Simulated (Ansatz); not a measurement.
`C=CC[O]` radical, relaxed with UKS PBE0-D4/def2-TZVP in Ansatz 0.2.0 from a PBE-D4/def2-SVP geometry. The force threshold is 0.005 eV/Å; the program also tests the step.

Total charge 0; spin multiplicity 2.

Start:

```xyz
9

C    -0.393   -0.125   -1.361
C     0.287    0.384   -0.320
C     0.100   -0.061    1.111
O     0.273    0.848    2.083
H    -1.155   -0.912   -1.220
H    -0.223    0.223   -2.392
H     1.043    1.178   -0.463
H    -0.833   -0.688    1.234
H     0.900   -0.847    1.327
```

| step | energy (eV) | largest force (eV/Å) | largest move (Å) |
| --- | --- | --- | --- |
| 1 | -5232.6701 | 1.008 | 0.000 |
| 2 | -5232.7213 | 0.508 | 0.037 |
| 3 | -5232.7273 | 0.212 | 0.070 |
| 4 | -5232.7319 | 0.161 | 0.051 |
| 5 | -5232.7351 | 0.056 | 0.015 |
| 6 (rejected) | -5232.7349 | 0.121 | 0.024 |
| 7 | -5232.7359 | 0.022 | 0.012 |
| 8 | -5232.7367 | 0.101 | 0.036 |
| 9 (rejected) | -5232.7357 | 0.238 | 0.013 |
| 10 | -5232.7370 | 0.026 | 0.006 |
| 11 | -5232.7372 | 0.028 | 0.013 |
| 12 | -5232.7373 | 0.020 | 0.014 |
| 13 | -5232.7373 | 0.017 | 0.003 |
| 14 | -5232.7373 | 0.004 | 0.002 |

End:

```xyz
9

C    -0.416   -0.093   -1.339
C     0.318    0.340   -0.326
C     0.117   -0.110    1.087
O     0.114    0.877    2.017
H    -1.222   -0.806   -1.188
H    -0.245    0.247   -2.354
H     1.114    1.065   -0.480
H    -0.757   -0.776    1.186
H     0.978   -0.745    1.398
```

It took 64 s on 4 threads of a server CPU on a shared host, with 0.47 GiB of host memory at the peak.
